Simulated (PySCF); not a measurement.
butadiene (C4H6), SMILES C=CC=C.

The structure is a stationary point at r2SCAN-D4/def2-SVP. Other conformers were not sampled.

Level of theory: PySCF with SMD-PBE0/def2-SVP.

Solvation free energies are E(SMD) − E(gas) at the gas-phase geometry, for 1 M in both phases. In vacuum the dipole moment is 0.00 D.

**Question.** Rank water, acetonitrile, dimethylsulfoxide by solvation free energy, most negative first.

**Answer.** acetonitrile (-2.6 kcal/mol), dimethylsulfoxide (-1.1 kcal/mol), water (1.1 kcal/mol)
